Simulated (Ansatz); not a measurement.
Input file:

```yaml
crystal:
  periodic: [false, false, false]
  atoms:
    - {symbol: C, position_ang: [0.000000, 0.000000, -1.356800]}
    - {symbol: N, position_ang: [0.000000, 0.000000, -0.175700]}
    - {symbol: Si, position_ang: [0.000000, 0.000000, 1.532500]}
basis:
  gaussian: {orbitals: cc-pVDZ}
magnetization: {spin_polarized: true, initial_magnetization: 3}
correlation: {method: ccsd_t, electrons: outside_noble_gas}
```

```sh
$ ansatz run in.yaml --threads 1 --pin off --events-out ev --progress --plain --max-ram 2393MiB
```

Output:

```
456 factors; integrals over basis functions are off by at most 9.7e-4 eV
mean field evaluation 1: about -10365.9215 eV, gradient 1.6e1 eV
mean field evaluation 2: about -10365.9269 eV, gradient 1.6e1 eV
mean field evaluation 4: about -10368.4775 eV, gradient 4.3e0 eV
mean field evaluation 8: about -10369.0164 eV, gradient 2.3e0 eV
mean field evaluation 16: about -10370.6980 eV, gradient 2.6e-6 eV
mean field evaluation 32: about -10369.0311 eV, gradient 1.2e-2 eV
mean field evaluation 64: about -10367.6233 eV, gradient 4.9e-5 eV
mean field evaluation 96: about -10367.5852 eV, gradient 1.1e0 eV
mean field evaluation 128: about -10364.4201 eV, gradient 1.0e-3 eV
mean field evaluation 160: about -10367.3381 eV, gradient 1.7e0 eV
mean field evaluation 192: about -10367.4770 eV, gradient 2.5e0 eV
mean field evaluation 224: about -10366.2351 eV, gradient 1.5e-3 eV
mean field evaluation 256: about -10364.8429 eV, gradient 1.7e1 eV
mean field evaluation 288: about -10365.1825 eV, gradient 1.3e1 eV
mean field evaluation 320: about -10364.5147 eV, gradient 5.8e-4 eV
mean field evaluation 352: about -10362.9973 eV, gradient 2.1e1 eV
mean field evaluation 384: about -10368.0141 eV, gradient 2.9e-1 eV
mean field evaluation 416: about -10366.5160 eV, gradient 6.2e0 eV
mean field evaluation 448: about -10369.8590 eV, gradient 3.0e-2 eV
mean field evaluation 480: about -10367.1937 eV, gradient 3.3e0 eV
mean field evaluation 512: about -10367.4393 eV, gradient 1.2e-3 eV
mean field evaluation 544: about -10366.2334 eV, gradient 2.7e-1 eV
mean field evaluation 576: about -10365.2734 eV, gradient 7.8e-3 eV
mean field -10370.69804671 eV, -381.1161237050 hartree, gradient 2.5e-6 eV, S^2 3.772886; 9 other end points of the search recorded, 0 dependent functions left out
determinant -10370.69804671 eV, -381.1161237050 hartree, with singles and doubles -10379.22586719 eV, -381.4295153274 hartree
determinant -10369.85915031 eV, -381.0852948307 hartree, with singles and doubles -10378.53841616 eV, -381.4042519681 hartree
determinant -10369.03112946 eV, -381.0548656258 hartree, with singles and doubles -10378.88264600 eV, -381.4169021813 hartree
determinant -10368.01280427 eV, -381.0174428656 hartree, with singles and doubles -10377.82011950 eV, -381.3778550524 hartree
determinant -10367.62332175 eV, -381.0031296468 hartree, with singles and doubles -10376.15066573 eV, -381.3165037581 hartree
determinant -10367.43926299 eV, -380.9963656122 hartree, with singles and doubles -10375.78472462 eV, -381.3030556701 hartree
determinant -10370.69804671 eV, -381.1161237050 hartree, with singles and doubles -10379.24015873 eV, -381.4300405316 hartree
determinant -10369.03112946 eV, -381.0548656258 hartree, with singles and doubles -10379.08894484 eV, -381.4244835237 hartree
7 core orbitals not correlated: weight in the atoms' cores, before any rotation towards them, 1.000 or more for the frozen orbitals, at most 0.000 for the correlated occupied ones
reference -10370.69804671 eV, -381.1161237050 hartree; 8, 5 occupied and 31, 34 virtual orbitals, 456 factors
second order -8.00646311 eV of doubles, -0.00000000 eV of singles
cycle   1  -8.54211211 eV  change   -8.9e-8 eV  update   3.4e-6
perturbative correction -0.40290377 eV, -0.0148064403 hartree
Total energy: -10379.64306258 eV, -381.4448469752 hartree
```

Ran on 1 thread of Arm Neoverse V2, shared host: 5.5 s wall, 0.12 GiB peak host memory.
